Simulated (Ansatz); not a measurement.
A made-up structure of C₂H₄Si, closed shell:

C1  (-0.850, -0.373, -0.132)
C2  (0.399, -0.207, -0.823)
Si3  (0.284, 0.365, 0.602)
H4  (-1.808, -0.764, -0.212)
H5  (0.899, -0.404, -1.710)
H6  (0.111, 1.840, 0.642)
H7  (0.965, -0.458, 1.634)
(Å)

It is relaxed with PBE-D4/def2-SVP and then PBE0-D4/def2-TZVP (Ansatz 0.2.0). Atoms count as bonded within 1.22 times the sum of their covalent radii (H–H: 0.88 Å). The end point is not checked to be a true minimum.

**Question.** Does its bonding change? (Judge from chemistry; the calculation decides.)

**Answer.** Computed: No: no bond forms or breaks.

Where it ends: The first stage lowers the energy by 3.54 eV in 7 steps. It ends as C₂H₄Si (C1=C[SiH2]1):
C1  (-0.857, -0.435, -0.269)
C2  (0.299, -0.281, -0.909)
Si3  (0.351, 0.451, 0.743)
H4  (-1.815, -0.887, -0.493)
H5  (0.692, -0.555, -1.881)
H6  (0.269, 1.917, 0.945)
H7  (1.060, -0.211, 1.864)
(Å)

For scale, one of the runs: PBE0-D4/def2-TZVP relaxation, 123 basis functions, launched by `ansatz run in.yaml --threads 2 --pin off --events-out ev --progress --plain --max-ram 4352MiB`. Hardware: 2 CPU threads of an Arm Neoverse V2, shared host. Wall time about 11 s.
